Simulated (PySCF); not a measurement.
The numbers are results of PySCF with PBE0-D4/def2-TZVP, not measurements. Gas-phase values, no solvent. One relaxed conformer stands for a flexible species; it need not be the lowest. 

Reference species (SMILES): `[OH]` (neutral, multiplicity 2).

```
Item                             Result
-----------------------------  --------
highest occupied spin orbital  -9.09 eV
```

Changed species: `O=C[SiH2]` (radical fragment; the reference has radical fragment).

Q: Predict the effect on the highest occupied spin orbital.

A: the highest occupied spin orbital rises by 2.52 eV, to -6.57 eV.
